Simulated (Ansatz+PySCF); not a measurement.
# singlet NaH: levels of theory in one basis

```yaml
atoms:
  - { symbol: Na, position_ang: [0.0000, 0.0000, -0.1452] }
  - { symbol: H, position_ang: [0.0000, 0.0000, 1.5968] }
```

Basis set: def2-SVP (spherical functions). Correlated methods keep 1 orbital frozen. Charge 0, multiplicity 1.

Computed with Ansatz (development build ahead of 0.2.0); each method stands on the lowest determinant of its kind that the runs found. NEVPT2 correlates all electrons. Active spaces start from the frontier orbitals, and the lowest solution found is given.

```json
{"method": "RHF", "E − E(RHF) (eV)": "0.00", "<S²> of the determinant": "0.00"}
{"method": "RHF-MP2", "E − E(RHF) (eV)": "-0.61", "<S²> of the determinant": "–"}
{"method": "RHF-CCSD", "E − E(RHF) (eV)": "-0.83", "<S²> of the determinant": "–"}
{"method": "RHF-CCSD(T)", "E − E(RHF) (eV)": "-0.84", "<S²> of the determinant": "–"}
{"method": "CASSCF(2,2)", "E − E(RHF) (eV)": "-0.53", "<S²> of the determinant": "–"}
```

Problem. What does SC-NEVPT2(2,2) give on the same scale?

Solution. -0.73 eV. NEVPT2 here correlates all electrons, so it doesn't share the others' frozen core.

Problem. Is a single determinant a sound starting point here?

Solution. By this sign, yes. Unrestricted orbitals gain 0.00 eV and <S²> is 0.00 against 0.00 for a pure state. The CASSCF(2,2) natural occupations are 1.94, 0.06.
